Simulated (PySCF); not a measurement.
Start geometry of `CS` (CH4S) from GFN2-xTB (Å):
```
atom  x, y, z in Å
C1    -0.4836   -0.0386    0.0130
S2     1.1205    0.7862   -0.1152
H3    -0.6109   -0.5240    0.9555
H4    -1.2082    0.7826   -0.0613
H5    -0.6343   -0.7155   -0.8255
H6     1.8406   -0.3207   -0.0113
```

Problem. What comes out of this run: PBE0-D3(BJ)/def2-TZVP geometry optimisation, gas phase (PySCF 2.14.0)?

Solution. 
```
atom  x, y, z in Å
C1    -0.501   -0.022    0.013
S2     1.118    0.773   -0.068
H3    -0.666   -0.500    0.977
H4    -1.237    0.773   -0.111
H5    -0.632   -0.743   -0.793
H6     1.857   -0.340    0.052
```

The energy falls by 0.49 kcal/mol over 4 energy and gradient evaluations, the largest force component goes from 0.0178 to 2.0e-04 Eh/bohr, and the atoms move by 0.023 Å rms after alignment. The bond that changes most is C1–H3 (S-methyl carbon to methyl hydrogen), which lengthens by 0.021 Å. Bonds longer at the end by more than 0.005 Å: 2 of 5; shorter: 1. Among the angles that change most is S2–C1–H4, from 103.9° to 106.2°. Rotational constants go from 103841, 13111, 12578 to 103292, 13064, 12523 MHz. The orientation of the end geometry is arbitrary; only internal coordinates are fixed.

The run used 92 basis functions and 27 SCF cycles in all. The run took 13 s wall on one thread, Arm Neoverse N1 (aarch64), on a shared host, and the process peaked at 0.39 GiB of memory.

Stationary, but not proved a minimum.
